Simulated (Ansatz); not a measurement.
Geometry optimisation, RKS r2SCAN-D4/def2-SVP (Ansatz 0.2.0).

input.yaml

```yaml
crystal:
  periodic: [false, false, false]
  atoms:
    - { symbol: C, position_ang: [1.5222, 0.63667, -0.14384] }
    - { symbol: C, position_ang: [0.62748, -0.08805, 0.18953] }
    - { symbol: O, position_ang: [-0.3584, -0.83333, 0.57174] }
    - { symbol: S, position_ang: [-1.73299, -0.95625, -0.40903] }
    - { symbol: H, position_ang: [2.36903, 1.20147, -0.3847] }
    - { symbol: H, position_ang: [-2.42733, 0.03951, 0.17629] }
basis:
  gaussian: { orbitals: def2-SVP }
hamiltonian:
  xc: r2scan
  dispersion: d4
relax:
  f_tol: 0.02
  max_steps: 40
output:
  orbitals: {}
```

Command:

```bash
$ ansatz run input.yaml --threads 1 --pin off --max-ram 2048MiB --backend cpu --events-out ev --progress --plain --runs-dir out
```

Question: Where does it end, and by what steps?

Answer: The forces met the threshold. After 6 steps the energy has fallen by 0.072 eV; H6 moved furthest, 0.12 Å.

```
step  energy less start (eV)  largest force component (eV/Å)  accepted
   0                  0.0000                           1.306       yes
   1                 -0.0480                           0.600       yes
   2                 -0.0655                           0.264       yes
   3                 -0.0689                           0.097       yes
   4                 -0.0713                           0.082       yes
   5                 -0.0714                           0.025       yes
   6                 -0.0716                           0.004       yes
```

```xyz
6
Properties=species:S:1:pos:R:3
C 1.517 0.624 -0.126
C 0.606 -0.114 0.194
O -0.334 -0.908 0.597
S -1.775 -0.985 -0.399
H 2.335 1.261 -0.402
H -2.349 0.122 0.137
```

Whether the end is a true minimum wasn't checked by a vibrational analysis.

Run time: 26 s on 1 thread of Arm Neoverse V2, with other jobs on the host, peak memory 0.14 GiB.
